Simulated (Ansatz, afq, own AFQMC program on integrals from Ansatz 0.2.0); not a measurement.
AFQMC on a folder of integrals that Ansatz 0.2.0 wrote.

```yaml
crystal:
  periodic: [false, false, false]
  atoms:
    - {symbol: N, position_ang: [-1.860527, -0.013242, -0.020610]}
    - {symbol: H, position_ang: [-2.157807, 0.954591, -0.020610]}
    - {symbol: H, position_ang: [-2.157806, -0.415541, 0.859649]}
    - {symbol: H, position_ang: [-0.753527, -0.013242, -0.020611]}
    - {symbol: N, position_ang: [1.733557, -0.013241, -0.020611]}
    - {symbol: C, position_ang: [0.573473, -0.013241, -0.020611]}
basis:
  gaussian: {orbitals: cc-pVDZ}
magnetization: {spin_polarized: true, initial_magnetization: 1}
correlation: {method: ccsd_t, electrons: outside_noble_gas, hamiltonian_folder: ham}
```

```sh
$ ansatz run in.yaml --threads 1 --pin off --events-out ev --progress --plain --max-ram 16896MiB --backend cuda --devices 0, --max-vram 18GiB
```

Options of the walk:

```
--method phaseless --trial cisd --walkers 4000 --populations 20 --least-time 60 --time-step 0.005 --steps-per-block 50 --equilibration-blocks 28 --max-blocks 4000 --target-error 0.00024 --factor-cut 1e-05 --start spin_pure --seed 1917 --release-times 0.24,0.51,0.99,1.5 --release-step 0.03 --release-every 4 --taylor-order 6
```

Times are imaginary, in 1/Eh. The walk had a cap of 198 s. With eight or more populations the least sampling time is a fifth of least-time, and the error comes from their spread.

Log:

```
orbitals 54  electrons 9 8  factors 425 of 535
reference energy -148.39121572 Eh
CCSD correlation -0.47710019 Eh in 18 cycles, weight of the determinant in the CISD state 0.7954
energy of the start -148.844952 Eh
 block  time / (1/Eh)  mean weight  energy / Eh
     1     0.250  1.0003  -148.849111
     2     0.500  1.0001  -148.862584
     3     0.750  1.0002  -148.871074
     4     1.000  1.0000  -148.879552
     5     1.250  1.0003  -148.883505
    10     2.500  0.9996  -148.887558
    19     4.750  1.0003  -148.885428
    29     7.250  0.9994  -148.888884
    39     9.750  0.9995  -148.886798
    47    11.750  0.9999  -148.883076
    49    12.250  1.0001  -148.886373
    59    14.750  1.0000  -148.889050
    69    17.250  0.9999  -148.886636
    77    19.250  0.9996  -148.891769
    79    19.750  0.9996  -148.890961
    89    22.250  0.9997  -148.889382
    99    24.750  1.0001  -148.888644
   103    25.750  0.9999  -148.886031
error from the spread of 20 populations
released: time / (1/Eh)  energy / Eh  error  mean overlap
  0.24  -148.888604  0.000336  0.9988
  0.51  -148.889271  0.000427  0.9967
  0.99  -148.889550  0.000439  0.9925
  1.50  -148.889865  0.000546  0.9920
energy -148.888079 +/- 0.000365 Eh
(rows thinned)
```

The time cap ended the run before it passed its tests. The second half of the sampling lies below the first by 3.1 errors of their difference, so the energy may still be moving and its error bar be too small.

Against this walk (error 9.9 meV) on the same determinant: CCSD(T) 47.2 meV higher, CCSDT(Q) 46.7 meV lower. The error is statistical and leaves out the bias of the constraint. The determinant has ⟨S²⟩ = 0.93, so the low cluster orders mix in higher spin (the high orders can go on to a lower state of that spin), while the walk starts as a pure doublet. None of these is a sure reference here. The released energies are still falling (meV from the phaseless value at times in 1/Eh: -14 ± 9 at 0.24, -32 ± 12 at 0.51, -40 ± 12 at 0.99, -49 ± 15 at 1.50), so they give no level.

Cautions: constraint bias not in the error; halves of the run differ; error above the target (9.9 against 6.5 meV); higher spins were not checked; unrestricted determinant spin contaminated (⟨S²⟩ 0.93 against 0.75).

The walk took 3.3 min on 1 × NVIDIA H100 80GB HBM3 with 2 threads of AMD EPYC 7R13 Processor (Zen 3) (shared host) (the card was shared). The log's last line is the phaseless energy.

CCSDT and higher add their correlation energy to the determinant of the CCSD(T) run, since their own runs factorise the integrals more tightly (a shift of under 2 meV). A walk keeps the symmetry of its determinant, which the program's search chose and which needn't be the lowest solution, so a lower state of the same spin and another symmetry isn't excluded.
